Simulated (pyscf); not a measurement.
Thermochemistry of product channels of H₃Sn–SnH₃ + methyl (CH₃•) on the doublet surface, in kcal/mol, from ωB97M-D3(BJ)/def2-TZVP energies (ideal gas, 1 atm, RRHO with modes under 100 cm⁻¹ raised to 100, one conformer, R ln 2 for chiral ones without a mode under 150 cm⁻¹). PySCF, gas phase, ωB97X-D3(BJ)/def2-SVP geometries.

```csv
products,ΔE,ΔH(298 K),ΔG(298 K),ΔG(1200 K)
H₃C–SnH₂–SnH₂• + hydrogen (H₂),-24.1,-22.2,-21.8,-21.7
•H₂Sn–SnH₃ + methane (CH₄),?,-31.6,-32.1,?
```

### Question
What belongs in the gaps?

### Answer

- •H₂Sn–SnH₃ + methane (CH₄), ΔE: -35.7
- •H₂Sn–SnH₃ + methane (CH₄), ΔG(1200 K): -31.7

These are energies of the channels, which say nothing of barriers. Elements past Kr carry the def2 core potentials, without spin-orbit coupling.
